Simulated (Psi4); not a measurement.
Psi4 input (wB97X-D/6-31G*):

```
memory 1500 MB

molecule {
0 1
C    -0.00552043    0.00459894   -1.17388509
C     0.00131904   -0.00109886    0.28048569
N     0.00672398   -0.00560159    1.42981145
H    -0.00547550    1.02956237   -1.54542667
H     0.87817519   -0.50722791   -1.55560292
H    -0.89455918   -0.50412383   -1.54725412
symmetry c1
no_reorient
no_com
}

set {
  basis 6-31G*
  reference rks
  scf_type pk
  dft_radial_points 99
  dft_spherical_points 590
  e_convergence 1e-8
  d_convergence 1e-7
  maxiter 150
}

e = energy('wb97x-d')
print_out(f'\nFINAL {e:.10f} DIPOLE {variable("CURRENT DIPOLE")[0]:.6f} {variable("CURRENT DIPOLE")[1]:.6f} {variable("CURRENT DIPOLE")[2]:.6f}\n')
```

From the last part of the output:

```
    One-Electron Energy =                -293.9993287093593608
    Two-Electron Energy =                 115.5291174786456025
    DFT Exchange-Correlation Energy =     -12.9081522041992205
    Empirical Dispersion Energy =          -0.0008551759124830
    VV10 Nonlocal Energy =                  0.0000000000000000
    Total Energy =                       -132.7044377488161899

Computation Completed

Properties will be evaluated at   0.000000,   0.000000,   0.000000 [a0]

Properties computed using the SCF density matrix

 Multipole Moments:

 ------------------------------------------------------------------------------------
     Multipole            Electronic (a.u.)      Nuclear  (a.u.)        Total (a.u.)
 ------------------------------------------------------------------------------------

 L = 1.  Multiply by 2.5417464519 to convert [e a0] to [Debye]
 Dipole X            :         -0.0071700            0.0000001           -0.0071699
 Dipole Y            :          0.0059849           -0.0000000            0.0059849
 Dipole Z            :         -1.5248696            0.0000001           -1.5248696
 Magnitude           :                                                    1.5248982

 ------------------------------------------------------------------------------------

FINAL -132.7044377488 DIPOLE -0.007170 0.005985 -1.524870

*** Psi4 exiting successfully. Buy a developer a beer!
```

The geometry given is a B3LYP-D3(BJ)/def2-TZVP minimum.
